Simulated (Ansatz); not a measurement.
System: 1T (CdI2-type) CdI2. Method: PBE-D3(BJ) (Ansatz, a first-principles code, PAW).

Run with plane-wave cutoff 520 eV, 12×12×6 k mesh (along the axes of the cell as run), perturbation theory, scalar-relativistic PAW data made under PBE.

Computed at the level's own relaxed cell.

```cif
data_CdI2
_chemical_formula_sum 'Cd1 I2'
_space_group_name_H-M_alt 'P-3m1'
_space_group_IT_number 164
_space_group_name_Hall '-P 3 2"'
_cell_length_a 4.24234
_cell_length_b 4.24234
_cell_length_c 6.82503
_cell_angle_alpha 90.000
_cell_angle_beta 90.000
_cell_angle_gamma 120.000
loop_
_atom_site_label
_atom_site_type_symbol
_atom_site_symmetry_multiplicity
_atom_site_Wyckoff_symbol
_atom_site_fract_x
_atom_site_fract_y
_atom_site_fract_z
_atom_site_occupancy
Cd1 Cd 1 a 0.00000 0.00000 0.00000 1
I1 I 2 d 0.33333 0.66667 0.25347 1
```

Harmonic phonon frequencies (cm⁻¹; i marks an imaginary mode; at Γ without the LO shift):

| q point | frequencies |
|---|---|
| Γ | 0 0 0 56 56 83 83 109 132 |
| M | 39 42 51 68 78 98 104 109 133 |
| K | 34 59 59 81 81 99 100 116 116 |
| A | 17 17 32 49 49 86 86 102 147 |
| L | 36 40 60 67 77 95 106 109 131 |
| H | 37 57 57 76 76 97 102 120 120 |

No imaginary mode appears at these points.

Note: the dispersion coefficients are held fixed in the derivatives.
